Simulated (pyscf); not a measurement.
Optimised with ωB97X-D3(BJ)/def2-SVP in PySCF. MP2 and CC: frozen core, UHF for open shells. ΔMP2 is the change of the MP2 total energy from the triple- to the quadruple-zeta basis.

Problem. How much does it cost (ΔH, 298 K, CCSD(T)/def2-TZVPP + ΔMP2(QZVPP)) to split HS–Ag (SMILES [SH][Ag]) at its Ag–S bond into SH• + Ag•?

Solution. Ag–S to SH• + Ag•: 56.4 kcal/mol. The CCSD(T) − MP2 part came from Ansatz, without density fitting, on the same reference. The frozen core leaves the outer d or s,p core shells of the metals and heavy elements correlated in the MP2 and CC values, and def2-TZVPP describes them poorly, which can shift differences by a few kcal/mol. Left out: the spin-orbit lowering of SH. Open-shell species with a d-block atom are single-reference here; other states, and whether the spin sits on metal or ligand, were not checked. Elements past Kr carry the def2 core potentials, without spin-orbit coupling.
